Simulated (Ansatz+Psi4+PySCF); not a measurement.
Two shapes of triplet CH2O.

Shape 1:

```xyz
4

C     0.0180    0.0232   -0.0058
H     0.9308    0.0268   -0.5466
H    -0.9229   -0.0019   -0.5309
O     0.0094   -0.0104    1.3365
```

Shape 2:

```xyz
4

C     0.0000    0.0000    0.0000
H    -0.9371   -0.0753    0.5428
H     0.4100    0.9906   -0.1704
O     0.6166   -1.0706   -0.4355
```

Basis set: cc-pVTZ (spherical functions). Frozen core: 2 orbitals. Correlation on ROHF uses semicanonical orbitals with singles. Charge 0, multiplicity 3.

Computed with Ansatz (development build ahead of 0.2.0) and Psi4 1.11; each method stands on the lowest determinant of its kind that the runs found.

(1) Which shape is lower in energy, and by how much in each method?

Answers

(1)

```csv
method,E(2) − E(1) (eV)
ROHF,0.030
UHF,0.029
ROHF-MP2,-0.002
UHF-MP2,-0.001
```

Shape 1 is lower, bar methods that put the two within 0.005 eV. Caution: another spin multiplicity may lie lower.
